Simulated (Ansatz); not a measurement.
We consider bcc Nb, described by r²SCAN (Ansatz, a first-principles code, plane waves, PAW).

Settings: plane-wave cutoff 600 eV, 20×20×20 k mesh, Fermi–Dirac smearing 0.1 eV, finite displacements, no spin polarisation, scalar-relativistic PAW data made under PBE.

Computed at the level's own relaxed cell.

```yaml
crystal:
  lattice:
    - [-1.65169, 1.65169, 1.65169]
    - [1.65169, -1.65169, 1.65169]
    - [1.65169, 1.65169, -1.65169]
  atoms:
    - { symbol: Nb, position: [0.00000, 0.00000, 0.00000] }
```

Harmonic phonon frequencies (cm⁻¹; i marks an imaginary mode):

| q point | frequencies |
|---|---|
| H | 218 218 218 |
| N | 137 172 177 |

No imaginary mode appears at these points.
